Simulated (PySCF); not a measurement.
Unknown compound

The spectra below were simulated for a compound C$_{5}$H$_{9}$F.

¹H NMR (400 MHz, computed): δ 5.69 (m, 1H), 5.69 (m, 1H), 5.08 (m, 1H), 1.70 (m, 3H), 1.26 (dd, J = 21.7, 7.1 Hz, 3H).

¹³C{¹H} NMR (computed): δ 140.9 (CH, d, J = 24.2 Hz), 136.6 (CH, d, J = 9.8 Hz), 78.7 (CH, d, J = 218.4 Hz), 24.0 (CH3, d, J = 26.2 Hz), 14.3 (CH3).

- HF/pcSseg-2 with gauge-including orbitals
- geometry from PBE0-D3(BJ)/def2-SVP
- couplings computed with B3LYP/pcJ-1 (spin–dipole term only in couplings to heteroatoms)
- code: PySCF 2.14
- equivalent nuclei averaged, relativity neglected, single conformer, isolated molecule

Chemical shifts δ = σref − σ; ¹H, ¹³C against TMS, all at this level.

Problem. Choose the structure that fits.
A. CC(C)=C(C)F
B. C/C=C(/F)CC
C. CC(C)=CCF
D. C/C=C\[C@H](C)F

Solution. D. 

Rings plus π bonds: 1 (no ring in the answer). 5 carbon signals for 5 carbons: no two carbons are equivalent. Carbon types of the structure: 3 × CH, 2 × CH3, which accounts for all hydrogens. δC 140.9, 136.6: alkene CH; the olefinic region. δC 78.7: allylic sp3 CH bonded to F; pulled downfield by the heteroatom. δC 14.3: allylic methyl carbon; saturated and bonded to C and H only. δH 5.08: hydrogen on an allylic sp3 CH bonded to F; its carbon carries F, an electronegative neighbour. δH 1.70: hydrogen on an allylic methyl carbon; allylic position.

The others: CC(C)=CCF would give 4 signals for carbon-bound and other non-exchanging H, not 5; C/C=C(/F)CC would give 4 signals for carbon-bound and other non-exchanging H, not 5; CC(C)=C(C)F would give 3 signals for carbon-bound and other non-exchanging H, not 5.

C–F couplings over four or more bonds (about 3 Hz to the para carbon of a fluoroarene) are left out. Common functionals overestimate the size of one-bond C–F couplings by tens of Hz; these are unscaled. Multiplet labels drop couplings under 1 Hz and merge nearly equal ones. Unscaled 3J(H,H) at this level run about 10 % above measured values. Shifts are as computed, not scaled to solution data. Of 1211 compounds with measured shifts, 218 miss one by over three times the rms of a fit or turn the order of signals round; such compounds aren't used in these exercises. Couplings across =CH–CH2 type bonds come from one rotamer and its mirror image, and can be 1–2 Hz further off. 3J across rotatable bonds or in flexible rings reflects this conformer alone.
